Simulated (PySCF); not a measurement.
## One molecule, a ladder of functionals, a line

Molecule: SMILES NCC(=C)F, C$_{3}$H$_{6}$FN.

Bonds (- single, = double, # triple, : aromatic): C1=C2 1.330 Å, C2-F3 1.343 Å, C2-C4 1.496 Å, C4-N5 1.449 Å. C1 carries H6, H7; C4 carries H8, H9; N5 carries H10, H11. H6 is cis to F3; H7 is trans to F3.

GIAO shieldings (ppm, equivalent atoms averaged) in PySCF 2.14.0 with density-fitted response routines on the PBE0-D3(BJ)/def2-SVP geometry, basis pcSseg-2, gas phase, non-relativistic:

```csv
functional,exact exchange (%),σ(C4),σ(F3)
BLYP,0,122.7,260.6
BP86,0,128.1,260.0
PBE,0,128.1,257.8
B3LYP,20,128.9,279.0
mPW1PW91,25,134.5,281.6
BHandHLYP,50,136.6,303.4
HF,100,148.0,336.0
```

(1) Fit each shielding as a line in the percentage of exact exchange.

(2) What does the line predict for PBE0 (25 %), and what does the run give?

Results:

(1) σ(C4) = 126.4 + 0.22 x (rms 2.1 ppm); σ(F3) = 261.0 + 0.78 x (rms 2.4 ppm). The functionals also differ in their semilocal parts, which the line can't hold; Hartree–Fock has no correlation at all.

(2) σ(C4): 131.9 predicted, 135.1 computed; σ(F3): 280.5 predicted, 280.7 computed ppm.
